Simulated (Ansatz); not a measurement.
Rock-salt PbSe: PBE at its full settings (plane-wave cutoff 520 eV, 10×10×10 k mesh, Fermi–Dirac smearing 0.01 eV, scalar-relativistic PAW data made under PBE) and at cheaper ones, in a cell of 2 atoms with Γ-centred meshes.

| level and setting | lattice parameter a (Å) | bulk modulus B0 (GPa) |
|---|---|---|
| PBE (Ansatz) | 6.218 | 46.7 |
| PBE (Γ point alone) (Ansatz) | 6.983 | 22.9 |
| PBE (2×2×2 k mesh) (Ansatz) | 6.499 | 38.9 |
| PBE (4×4×4 k mesh) (Ansatz) | 6.218 | 46.7 |
| PBE (6×6×6 k mesh) (Ansatz) | 6.216 | 46.7 |
| PBE (Fermi-Dirac smearing of 0.3 eV) (Ansatz) | 6.218 | 45.9 |

Largest shifts from the full settings: lattice constant a +12.3 % (PBE (Γ point alone)), against a difference of +1.85 % of the full result from the reference 6.105 Å (measured, 120 K, no zero-point or thermal correction; as tabulated in Noda, Masumoto, Ohba, Saito, Toriumi, Iwata, Shibuya, Acta Cryst. C 43, 1443 …); bulk modulus -51 % (PBE (Γ point alone)), against a difference of -2.5 % of the full result from the reference 47.9 ± 0.4 GPa (measured, 298 K, not corrected to a static lattice, isothermal, neutron diffraction, sources range from 47.9 to 54.1; as tabulated in Knight et al. (2022), doi:10.1039/d1ma01093j).

Ansatz's density-functional and Hartree–Fock values are scalar-relativistic unless marked +SOC, with PAW data made under PBE.

Run with cheap settings on purpose, which may leave them unconverged: PBE (2×2×2 k mesh), PBE (4×4×4 k mesh), PBE (6×6×6 k mesh), PBE (Fermi-Dirac smearing of 0.3 eV), PBE (Γ point alone).

Ansatz is a program for electronic structure.
